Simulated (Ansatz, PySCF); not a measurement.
This Ansatz (a first-principles code) input computes a CCSD(T)/cc-pVDZ energy:

Ansatz 0.2 input:
```yaml
crystal:
  periodic: [false, false, false]
  atoms:
    - {symbol: C, position_ang: [0.59753466, 1.74308735, 0.00415876]}
    - {symbol: C, position_ang: [0.59953286, 0.40913995, 0.00070042]}
    - {symbol: C, position_ang: [-0.59953286, -0.40913995, -0.00070042]}
    - {symbol: C, position_ang: [-0.59753466, -1.74308735, -0.00415876]}
    - {symbol: H, position_ang: [1.51677473, 2.31296276, 0.00508382]}
    - {symbol: H, position_ang: [-0.32918900, 2.30525528, 0.00617206]}
    - {symbol: H, position_ang: [1.54641423, -0.12382865, -0.00124931]}
    - {symbol: H, position_ang: [-1.54641423, 0.12382865, 0.00124931]}
    - {symbol: H, position_ang: [0.32918900, -2.30525528, -0.00617206]}
    - {symbol: H, position_ang: [-1.51677473, -2.31296276, -0.00508382]}
basis:
  gaussian:
    orbitals: cc-pVDZ
magnetization: {spin_polarized: false}
correlation: {method: ccsd_t, electrons: outside_noble_gas}
```

Q: Write an input for the same energy in PySCF and say what it gives.

A: 
```python
from pyscf import gto, scf, mp, cc as ccmod

mol = gto.M(
    atom='''
    C     0.59753466    1.74308735    0.00415876
    C     0.59953286    0.40913995    0.00070042
    C    -0.59953286   -0.40913995   -0.00070042
    C    -0.59753466   -1.74308735   -0.00415876
    H     1.51677473    2.31296276    0.00508382
    H    -0.32918900    2.30525528    0.00617206
    H     1.54641423   -0.12382865   -0.00124931
    H    -1.54641423    0.12382865    0.00124931
    H     0.32918900   -2.30525528   -0.00617206
    H    -1.51677473   -2.31296276   -0.00508382
    ''',
    basis='cc-pvdz',
    charge=0,
    spin=0,
    verbose=4,
)

mf = scf.RHF(mol)
mf.conv_tol = 1e-10
mf.max_cycle = 100
mf.kernel()
mp2 = mp.MP2(mf, frozen=4).run()
cc = ccmod.CCSD(mf, frozen=4)
cc.max_cycle = 100
cc.kernel()
et = cc.ccsd_t()
print(f'E(CCSD(T)) = {cc.e_tot + et:.9f}')
```
It gives -155.53616 Eh, and Ansatz -155.53616 Eh, a difference of 0.00 mEh.
